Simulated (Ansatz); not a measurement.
# Au: from a first guess to the relaxed fcc type

First guess:

```xyz
1
Lattice="0.0000 1.9678 1.9678 1.9678 0.0000 1.9678 1.9678 1.9678 0.0000" Properties=species:S:1:pos:R:3 pbc="T T T"
Au    0.0000    0.0000    0.0000
```

These are results of DFT, PBE, PAW with Ansatz's default frozen-core files, scalar-relativistic (Ansatz 0.2.0), not measurements.

Cell and atoms relax within the symmetry of the start on a 14×14×14 k mesh with 0.03 eV Fermi–Dirac smearing.

The start is built from a prototype, known or not as a phase of this compound; the cutoff is 420 eV.

No spin–orbit coupling, which matters for the heavy atoms here.

(1) What is the pressure of the first guess?

(2) What does it relax to?

(3) How much energy does the relaxation release?

## Answers

(1) 37.5 GPa.

(2) a = 4.157 Å, b = 4.157 Å, c = 4.157 Å, α = 90.00°, β = 90.00°, γ = 90.00° (conventional cell), 17.95 Å³ per atom:
```
CELL_PARAMETERS angstrom
0.00000 2.07827 2.07827
2.07827 0.00000 2.07827
2.07827 2.07827 0.00000
ATOMIC_POSITIONS crystal
Au 0.00000 0.00000 0.00000
```

(3) 265 meV/atom.
